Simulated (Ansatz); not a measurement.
# AlGa, triplet: reading a ladder of total energies

Geometry: that of the AlGa, singlet, kept fixed.

```xyz
2

Al    0.0000    0.0000    0.0000
Ga    0.0000    0.0000    3.0185
```

Basis cc-pVDZ; Ansatz 0.2.0. Only valence electrons are correlated (noble-gas cores and the filled d shells of p-block atoms frozen), which leaves 6 electrons in 26 orbitals. Prefix R: restricted or restricted open-shell reference. No spin–orbit coupling is included, and no scalar relativity.

Full CI is exact within this basis and frozen core; it isn't the basis-set limit.

Runs differ by some tens of microhartree through their thresholds and, for an open shell, their frozen cores, so steps under 0.03 kcal/mol mean nothing.

| level | total energy (hartree) |
| --- | --- |
| RHF | -2165.084230 |
| RMP2 | -2165.164274 |
| RCCSD | -2165.192924 |
| RCCSD(T) | -2165.197181 |
| RCCSDT | -2165.198749 |
| RCCSDT(Q) | -2165.198984 |
| full CI | -2165.199044 |

Problem. What is the correlation energy at full CI, and what share of it do RMP2 and RCCSD(T) recover?

Solution. E(corr) = -2165.199044 − (-2165.084230) = -0.114814 hartree = -3.124 eV. RMP2: -0.080044 / -0.114814 = 69.72 %. RCCSD(T): -0.112951 / -0.114814 = 98.38 %.

Problem. By how many kcal/mol does RCCSD(T) miss full CI (1 hartree = 627.509 kcal/mol), and which steps make up the rest?

Solution. -2165.197181 − (-2165.199044) = 0.001863 hartree = 1.17 kcal/mol. Steps: RCCSDT − RCCSD(T) = -0.98, RCCSDT(Q) − RCCSDT = -0.15, full CI − RCCSDT(Q) = -0.04 kcal/mol. Differences between like states or geometries often cancel part of this.
